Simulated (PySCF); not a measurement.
Simulated characterisation data

Calculated, not measured (PySCF): PBE0/pcSseg-1 with gauge-including orbitals, B3LYP/pcJ-1 coupling constants (spin–dipole term left out of most H,H and C,H couplings), geometry from GFN2-xTB. Rapidly exchanging positions averaged, no relativistic terms, no solvent model, single conformer.

Shifts are taken against calculated references (same method and geometry level): TMS for 1H (σref 31.72), 13C (σref 186.93). Multiplet labels drop J under 1 Hz and among equivalent protons, and merge close values. Unscaled 3J(H,H) run several per cent high. Splittings of carbon signals by F and P are missing where no couplings were computed. Where no couplings were computed, multiplicities follow the n + 1 count of equivalent neighbours, and m marks all less simple cases (inequivalent or close neighbours, rings, F or P nearby). Shifts are as computed. Against solution values, carbons near 30 ppm lie about +3 ppm off and those near 130 ppm about +5 ppm. Of 1211 compounds with measured shifts, 218 miss one by over three times the rms of a fit or turn the order of signals round; such compounds aren't used in these exercises.

Compound 1 (C7H8O2P2). 1H NMR (500 MHz, computed): δ 9.49 (m, 1H), 9.12 (m, 1H), 4.21 (s, 3H), 3.44 (m, 3H). 13C{1H} NMR (computed): δ 222.0, 174.0, 163.6, 163.5, 138.3, 52.5, 31.6. Structure: SMILES COC(=O)c1ccpc(C)p1.

Compound 2 (C4H8). 1H NMR (500 MHz, computed): δ 5.04 (sept, J = 1.6 Hz, 2H), 1.81 (t, J = 1.6 Hz, 6H). 13C{1H} NMR (computed): δ 150.6 (C), 117.1 (CH2), 27.1 (CH3). Structure: `C=C(C)C`.
